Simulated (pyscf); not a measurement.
9 silicon, germanium or tin steps of one kind (four-centre exchange, closed-shell): barrier in kJ/mol, from the separated reactants or the lowest minimum found. Structures and frequencies: ωB97X-D3(BJ)/def2-SVP in PySCF. Functionals in def2-TZVP; the last column is ωB97M-D3(BJ)/def2-TZVP. Rows were drawn at random from the steps of this kind and element class whose saddle was verified and whose references are stable.

| step | PBE | r²SCAN | PBE0-D3(BJ) | ωB97M-D3(BJ) |
|---|---|---|---|---|
| H₂P–GeH₃ + H₂ → PH₃ + GeH₄ | 221.0 | 239.3 | 239.8 | 264.3 |
| H₃C–SnH₃ + HCl → H₃C–SnH₂–Cl + H₂ | 82.6 | 84.5 | 90.1 | 109.0 |
| HO–Si(Cl)(Cl)–Cl + H₂O -> HO–Si(OH)(Cl)–Cl + HCl | 55.3 | 54.3 | 56.3 | 61.6 |
| H₃Si–O–PH₂ + H₂O → HO–SiH₂–O–PH₂ + H₂ | 116.9 | 123.1 | 128.6 | 138.8 |
| HO–GeH₃ + H₂O → HO–GeH₂–OH + H₂ | 137.9 | 143.8 | 150.6 | 160.8 |
| SiH₄ + HF → F–SiH₃ + H₂ | 106.3 | 114.8 | 124.3 | 131.1 |
| H₂N–SiH: [singlet] + HCl → H₂N–Si:–Cl [singlet] + H₂ | 1.7 | 5.8 | 9.9 | 29.5 |
| H₂N–SiH₂–Cl + H₂O -> H₂N–SiH(OH)–Cl + H₂ | 120.6 | 123.0 | 130.8 | 140.0 |
| H₂N–SiH₂–NH₂ + HCl → H₂N–SiH(NH₂)–Cl + H₂ | 74.3 | 77.6 | 80.9 | 96.6 |

Differences from the last column (kJ/mol): PBE: mean -23.9, median -22.9, mean size 23.9, lower in 9 of 9; r²SCAN: mean -18.4, median -17.1, mean size 18.4, lower in 9 of 9; PBE0-D3(BJ): mean -13.4, median -10.3, mean size 13.4, lower in 9 of 9. PBE is closest for row 3 (6.3 kJ/mol apart) and farthest for row 1 (43.3 kJ/mol). PBE, r²SCAN and M06-2X carry no added dispersion term. The last column is a level with limits of its own. Each barrier is that of the saddle found. Elements up to Kr have no core potential and no relativistic terms here. Elements past Kr carry the def2 core potentials, without spin-orbit coupling.
